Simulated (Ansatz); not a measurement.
# A rate constant, worked out

An elementary step of AlH$_{3}$SO, singlet (AlH₃SO ([OH][AlH][SH]) → AlHSO ([OH][Al][S]) + H₂; Al–H, S–H broken or loosened, H–H formed or tightened). The start structure is the reactant molecule, and the electronic barrier above it is 1.973 eV by CCSD(T) at an estimated basis limit (MP2 extrapolated from triple and quadruple zeta, plus CCSD(T) − MP2 in triple zeta). Computed with Ansatz 0.2.0 (basis: def2-TZVPP and def2-QZVPP); correlated methods freeze the cores. Extrapolation: Hartree–Fock as exp(−7.88 √X), correlation as X^−2.97. Harmonic wavenumbers at PBE0-D4/def2-TZVP (Ansatz 0.2.0), in cm⁻¹:

Start: 182, 240, 345, 470, 490, 568, 662, 684, 875, 1984, 2710, 3968.

Saddle: 998i, 201, 231, 245, 523, 604, 898, 974, 1001, 1750, 1838, 3960.

Q: Work out the transition-state-theory rate constant at 300 K from these numbers alone (harmonic vibrations; rotation, path degeneracy and anharmonicity left out), and the Wigner tunnelling factor. Use 1 cm⁻¹ = 1.2398 × 10⁻⁴ eV and k_B = 8.617 × 10⁻⁵ eV/K.

A: Zero-point energies, half the sums: start 13178/2 cm⁻¹ = 0.8169 eV; saddle, real modes only, 12225/2 cm⁻¹ = 0.7579 eV.
Barrier with zero-point energy: 1.973 + 0.7579 − 0.8169 = 1.9140 eV.
k_BT = 0.02585 eV, so the barrier is 74.04 k_BT.
Vibrational partition functions from the zero-point level, ln q = −Σ ln(1 − exp(−hν/k_BT)): start 1.509, saddle 1.424.
k = (k_BT/h) exp(ln q‡ − ln q) exp(−E0/k_BT), with log₁₀(k_BT/h in s⁻¹) = 12.80: log₁₀ k = 12.80 + (-0.085 − 74.04)/2.3026 = -19.39, so k ≈ 4 × 10^(-20) s⁻¹.
Wigner factor: 1 + (hν‡/k_BT)²/24 = 1 + (4.79)²/24 = 1.95, too large for this simple formula to be trusted. A change of 1 kcal/mol (0.043 eV) in the barrier would change k by a factor of 5.4 at this temperature.

No T1 diagnostic of these runs exceeds 0.018.

Labels in which every atom is bracketed show which atoms are joined, not bond orders.

For scale, one of the runs: CCSD(T)/def2-TZVPP, 157 basis functions, launched by `ansatz run in.yaml --threads 2 --pin off --events-out ev --progress --plain --max-ram 4352MiB`. Time: 14 s of wall clock on 2 CPU threads of an Arm Neoverse V2; the host was shared. Peak host memory: 1 GiB.
